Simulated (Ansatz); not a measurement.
Li₃Ga₂ (R-3m)

These are results of DFT r2SCAN, scalar-relativistic, plane waves, PAW (Ansatz 0.2.0), not measurements.

Cutoff 500 eV; k points 12×12×12 on the computed 5-atom cell (Γ-centred); Gaussian smearing, width 0.10 eV; no spin polarisation.

The structure is relaxed at this level of theory with its symmetry kept. Whether it is the stable form of this composition wasn't checked.

Symmetry: R-3m, No. 166, trigonal system. Conventional cell: a = 4.327 Å, b = 4.327 Å, c = 13.774 Å, α = 90.00°, β = 90.00°, γ = 120.00°. Around Li (site symmetry 3m) lie 4 Li at 2.65 to 2.68 Å and 4 Ga at 2.65 to 2.83 Å. Li (site symmetry -3m) has 6 Li at 2.68 Å and 2 Ga at 2.74 Å as nearest neighbours. Ga (site symmetry 3m) is surrounded by 3 Ga at 2.65 Å and 5 Li at 2.65 to 2.83 Å.

```json
{"Volume per atom": "14.89 Å³", "Formation energy from the elements' standard states (uncorrected)": "-0.354 eV/atom", "Generalised Kohn–Sham band gap": "none (metal)", "Density of states at the Fermi level": "0.90 states/eV per cell", "Löwdin character within 0.5 eV of the Fermi level": "Ga 4p 77 %, Li 2s 7 %, unprojected 9 %", "Bader charges (e)": "Li (2 in the cell) 0.84, Li (1 in the cell) 0.85, Ga (2 in the cell) -1.26"}
```

Cost: 1 run of about 6.4 core-minutes, on Intel Xeon Processor @ 2.50GHz (Skylake/Cascade Lake) (shared hosts).